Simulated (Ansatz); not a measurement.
# CH7NSi: the cost of one run

Method: PBE0-D4/def2-SVP; program: Ansatz 0.2.0, Gaussian basis.

## (1) The system as given

The start, a known saddle point with all atoms moved at random by about 0.06 Å a coordinate: 10 atoms, charge 0, spin multiplicity 1.

Atoms are counted from 1 here; the program's logs count them from 0.

Bond lengths: Si1–H3 1.569 Å, Si1–H4 1.526 Å, Si1–H5 1.663 Å, Si1–N6 1.766 Å, N6–C7 1.402 Å, N6–H8 0.986 Å, C7–H9 1.129 Å, C7–H10 1.040 Å. Angles: H3–Si1–H4 101.7°, H3–Si1–H5 120.9°, H3–Si1–N6 126.6°, H4–Si1–H5 99.3°, H4–Si1–N6 95.6°, H5–Si1–N6 105.1°, Si1–N6–C7 112.6°, Si1–N6–H8 128.4°, C7–N6–H8 117.6°, N6–C7–H9 118.1°, N6–C7–H10 116.2°, H9–C7–H10 125.1°.

As a file:

```xyz
10
charge 0, multiplicity 1
Si   -0.19468   -1.10105   -0.27032
H    -0.09254    0.24971   -1.38069
H     0.94174   -1.70554   -1.16775
H    -0.30737   -2.14752    0.83442
H    -1.77507   -1.08467   -0.78863
N    -0.05395    0.28205    0.81795
C     0.45744    1.42049    0.17875
H    -0.45125    0.39966    1.71228
H     1.31260    1.28411   -0.54522
H     0.10139    2.33717    0.51774
```

## (2) The search

Input file run/in.yaml:

```yaml
crystal:
  periodic: [false, false, false]
  atoms:
    - {symbol: Si, position_ang: [-0.194680, -1.101054, -0.270316]}
    - {symbol: H, position_ang: [-0.092543, 0.249706, -1.380690]}
    - {symbol: H, position_ang: [0.941737, -1.705541, -1.167748]}
    - {symbol: H, position_ang: [-0.307368, -2.147525, 0.834424]}
    - {symbol: H, position_ang: [-1.775068, -1.084670, -0.788633]}
    - {symbol: N, position_ang: [-0.053951, 0.282052, 0.817947]}
    - {symbol: C, position_ang: [0.457439, 1.420488, 0.178751]}
    - {symbol: H, position_ang: [-0.451248, 0.399663, 1.712276]}
    - {symbol: H, position_ang: [1.312600, 1.284107, -0.545221]}
    - {symbol: H, position_ang: [0.101386, 2.337168, 0.517736]}
basis:
  gaussian: {orbitals: def2-SVP}
hamiltonian: {xc: pbe0, dispersion: d4}
saddle:
  f_tol: 0.02
  max_steps: 40
  mode_guess:
    - [-0.0090, -0.0651, 0.3342]
    - [-0.0167, 0.4445, 0.1725]
    - [-0.0472, 0.2483, 0.0851]
    - [-0.0851, -0.2245, -0.0168]
    - [0.1276, 0.1677, -0.1043]
    - [0.1161, -0.1487, 0.0933]
    - [-0.1908, -0.2149, -0.4074]
    - [0.1057, -0.0224, 0.0651]
    - [0.1522, -0.0585, 0.0798]
    - [-0.1528, -0.1264, -0.3016]
```

Run with:

```
$ ansatz run in.yaml --threads 2 --pin off --events-out ev --progress --plain --max-ram 4352MiB
```

**Question.** How long does this run take on 2 threads of Arm Neoverse V2, shared host?

About 76 s.
